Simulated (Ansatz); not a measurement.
The input, for Ansatz 0.2.0:

```yaml
crystal:
  periodic: [false, false, false]
  atoms:
    - {symbol: Sb, position_ang: [0.000000, 0.000000, 0.000000]}
    - {symbol: H, position_ang: [0.000000, 0.000000, -2.110900]}
    - {symbol: H, position_ang: [0.000000, 0.000000, 2.110900]}
basis:
  gaussian: {orbitals: def2-SVPD}
magnetization: {spin_polarized: false, initial_magnetization: 1}
correlation: {active_space: {window: {electrons: 3, orbitals: 2}}}
output: {forces: true}
```

```sh
$ ansatz run in.yaml --threads 1 --pin off --events-out ev --progress --plain --max-ram 2393MiB
```

The program prints:

```
573 factors; integrals over basis functions are off by at most 4.5e-4 eV
mean field evaluation 1: about -6535.3825 eV, gradient 1.1e1 eV
mean field evaluation 2: about -6535.3932 eV, gradient 1.1e1 eV
mean field evaluation 4: about -6536.1363 eV, gradient 6.0e-1 eV
mean field evaluation 8: about -6536.1387 eV, gradient 2.6e-2 eV
mean field evaluation 16: about -6536.2552 eV, gradient 1.6e0 eV
mean field evaluation 32: about -6536.4758 eV, gradient 1.3e0 eV
mean field evaluation 64: about -6536.0963 eV, gradient 8.0e0 eV
mean field evaluation 96: about -6536.5461 eV, gradient 3.2e-6 eV
mean field evaluation 128: about -6533.3820 eV, gradient 2.1e1 eV
mean field evaluation 160: about -6535.1393 eV, gradient 1.4e-2 eV
mean field evaluation 192: about -6536.1387 eV, gradient 2.9e-2 eV
mean field -6536.68639896 eV, -240.2187944365 hartree, gradient 3.1e-6 eV, S^2 0.750000; 14 other end points of the search recorded, 0 dependent functions left out
reference -6536.68639896 eV, -240.2187944365 hartree; 13, 12 occupied and 35, 36 virtual orbitals, 573 factors
state -6536.68639896 eV, -240.2187944365 hartree
the calculation of the forces begins
WARN: the results are in doubt because the forces break the atoms' symmetry
Total energy: -6536.68639896 eV, -240.2187944365 hartree
Atom 0 at     0.000000     0.000000     0.000000 Å, force     0.000000    -0.000000    -3.276330 eV/Å
Atom 1 at     0.000000     0.000000    -2.110900 Å, force    -0.000000     0.000000     2.496253 eV/Å
Atom 2 at     0.000000     0.000000     2.110900 Å, force    -0.000000     0.000000     0.780077 eV/Å
Dipole moment:     0.000000     0.000000     0.232824 e Å
In doubt: the forces break the atoms' symmetry
```

The active space holds one configuration alone, so it describes no static correlation.

Natural occupations: 2.0000 1.0000.

Ran on 1 thread of Arm Neoverse V1, shared host: 6 s wall, 0.16 GiB peak host memory.
